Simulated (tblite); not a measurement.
C5H8N (charge -1).
Structure used (GFN2-xTB), in Å, numbered top down from 1:
```
atom  x, y, z in Å
C1     1.4639    0.4778    0.5382
C2     0.7440   -0.8616    0.5932
C3    -0.5842   -0.8120   -0.2132
C4    -1.6258    0.0996    0.3538
C5    -1.6585    1.4176    0.0495
N6    -1.7861    2.5435   -0.2690
H7     1.8721    0.6508   -0.4572
H8     2.2796    0.5307    1.2623
H9     0.7453    1.2690    0.7476
H10    0.5094   -1.1052    1.6350
H11    1.3980   -1.6565    0.2064
H12   -0.3386   -0.5048   -1.2379
H13   -0.9673   -1.8470   -0.2628
H14   -2.0525   -0.2024    1.3120
```

Level: GFN2-xTB in tblite, geometry and Hessian alike; calculated harmonic values, unscaled, isolated species. Against measured fundamentals such values can be off by several per cent, at times by over 20. One conformer, not necessarily the lowest.

Harmonic wavenumbers (cm⁻¹): 59.5, 111.8, 205.6, 217.7, 301.8, 348.6, 453.8, 483.7, 564.3, 810.2, 853.4, 894.9, 967.9, 1051.5, 1081.5, 1088.1, 1183.3, 1224.2, 1255.5, 1315.9, 1337.7, 1389.7, 1402.5, 1487.3, 1500.2, 1502.6, 1512.3, 2271.7, 2786.9, 2857.4, 2898.8, 2899.9, 2933.0, 2967.1, 3004.5, 3014.6.

A = 6274, B = 2325, C = 1840 MHz; mass 82.066 u (most abundant isotopes); point group C1, symmetry number 1.

Q: What is the zero-point energy?

A: ½Σν̃ = 25120 cm⁻¹ = 71.82 kcal/mol.

Q: What is S at 500 K and 1 bar for an ideal gas of classical rigid rotors and harmonic oscillators?

A: Translation 41.72, rotation 28.43, vibration 30.26: S = 100.4 cal/(mol K).

Q: And Cp and H(500 K) − H(0)?

A: Cp = 39.36 cal/(mol K), of which vibrations give 31.41 (their classical limit is 36 R = 71.5); H(500 K) − H(0) = 11.91 kcal/mol without the zero-point energy, 7.94 from vibrations.

Q: What must be added to the electronic energy to get the Gibbs energy at 500 K and 1 bar?

A: ZPE + [H(500 K) − H(0)] − T·S = 71.82 + 11.91 − 50.20 = 33.53 kcal/mol.

Q: Which modes carry the vibrational entropy at 500 K?

A: 59.5 cm⁻¹: 5.50; 111.8 cm⁻¹: 4.25; 205.6 cm⁻¹: 3.06; 217.7 cm⁻¹: 2.95; 301.8 cm⁻¹: 2.33; 348.6 cm⁻¹: 2.06 cal/(mol K); the other 30 give 10.11 together.

Hindered rotation and anharmonicity are outside this model. Other conformers, if any are populated, would add a mixing term that is left out. The structure is chiral; the term R ln 2 for an equal mix with its mirror image is left out.
